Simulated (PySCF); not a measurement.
# Telling isomers of C5H6 apart by NMR

Averaged over atoms made equivalent by symmetry, fast rotation or ring inversion, relativity neglected, a single conformation, no solvent. PBE0/pcSseg-1 with gauge-including orbitals; spin–spin couplings from B3LYP/pcJ-1 (spin–dipole term left out of most H,H and C,H couplings); PBE0-D3(BJ)/def2-SVP geometry; PySCF.

References, each an isolated molecule treated in the same way: TMS for ¹H and ¹³C. Multiplet labels drop J under 1 Hz and among equivalent protons, and merge close values. Unscaled 3J(H,H) run several per cent high. Shifts are as computed. Against solution values, carbons near 30 ppm lie about +2 ppm off and those near 130 ppm about +5 ppm. Of 1211 compounds with measured shifts, 218 miss one by over three times the rms of a fit or turn the order of signals round; such compounds aren't used in these exercises.

(1) Tabulate the signals of `C#C/C=C/C`, `C=CC1=CC1` and their relative energies.

(2) What is the quickest way to tell C#C/C=C/C from C=CC1=CC1?

Answers

(1) 
| SMILES | carbon types | δC | δH | E rel. (kcal/mol) |
| --- | --- | --- | --- | --- |
| C#C/C=C/C | 1×C 3×CH 1×CH3 | 152.7, 117.7, 85.9, 84.9, 22.0 | 6.42 (dqd, 1H), 5.58 (ddq, 1H), 2.93 (d of quint, 1H), 1.89 (ddd, 3H) | 0.0 |
| C=CC1=CC1 | 1×C 2×CH 2×CH2 | 133.5, 132.2, 123.4, 113.4, 7.7 | 7.06 (quint, 1H), 6.89 (dd, 1H), 5.99 (ddq, 1H), 5.85 (ddq, 1H), 1.23 (q, 2H) | 13.6 |

Energies are electronic energies at PBE0/pcSseg-1 on these geometries, without zero-point or thermal terms, each for the one conformer computed, which needn't be the lowest.

(2) Both give the same number of carbon signals, but DEPT or the intensities differ. The first has an allylic methyl carbon (CH3) at 22.0 ppm, the second a terminal =CH2 carbon at 133.5 ppm. Their most deshielded carbons lie at 152.7 and 133.5 ppm. In the proton spectra the most deshielded non-exchanging signals are 6.42 (dqd, J = 16.8, 8.3, 1.1 Hz, 1H) and 7.06 (quint, J = 1.2 Hz, 1H).
